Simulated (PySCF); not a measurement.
From results back to the method.

Compound: azetidine, C₃H₇N.
SMILES: `C1CNC1`

The closed-shell ground state was solved 3 times with PySCF (density fitting, gas phase), always in the pcSseg-2 basis (242 functions), with these functionals: KT3, PBE0 and wB97X-D. Geometry: PBE0-D3(BJ)/def2-TZVP; no solvent, vibrations or thermal averaging.

```json
{"row": "P", "total energy (Eh)": "-173.0973", "HOMO (eV)": "-6.49", "LUMO (eV)": "0.63", "dipole (D)": "1.27"}
{"row": "Q", "total energy (Eh)": "-173.2505", "HOMO (eV)": "-8.38", "LUMO (eV)": "2.33", "dipole (D)": "1.31"}
{"row": "R", "total energy (Eh)": "-176.0515", "HOMO (eV)": "-5.23", "LUMO (eV)": "-0.27", "dipole (D)": "1.16"}
```

Which functional belongs to which row?

P = PBE0, Q = wB97X-D, R = KT3. By rising HOMO–LUMO gap: KT3 (GGA) 4.96 eV; PBE0 (global hybrid, 25 % exact exchange) 7.12 eV; wB97X-D (range-separated hybrid) 10.71 eV. Total energies of different functionals aren't bounds to one another; each is stationary for its own functional.

Note: wB97X-D ran without an empirical dispersion term, which enters the total energy and its gradient alone.
